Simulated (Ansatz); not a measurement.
A calculation on tetragonal perovskite BaTiO3 returned lattice constant a 3.926 Å, lattice parameter c 3.974 Å, equilibrium volume per atom 12.26 Å³/atom.

For reference: lattice constant a 3.994 Å (measured, 300 K, no zero-point or thermal correction; as tabulated in Wikipedia's data pages); lattice parameter c 4.034 Å (measured, 300 K, no zero-point or thermal correction; as tabulated in Wikipedia's data pages).

Which level of theory produced these numbers?
A) PBE+SOC (Ansatz (an electronic-structure program))
B) PBE-D4 (Ansatz)
C) LDA (Ansatz)
D) PBE (Ansatz)

C, LDA (Ansatz)

The others give: PBE+SOC 3.985 Å, 4.202 Å, 13.35 Å³/atom; PBE 3.985 Å, 4.202 Å, 13.35 Å³/atom; PBE-D4 3.973 Å, 4.121 Å, 13.01 Å³/atom.

Unless a cell is named, each level is at its own relaxed cell (LDA 12.26, PBE 13.35, PBE+SOC 13.35, PBE-D4 13.01 Å³/atom).

Ansatz's density-functional and Hartree–Fock values are scalar-relativistic unless marked +SOC, with PAW data made under PBE.
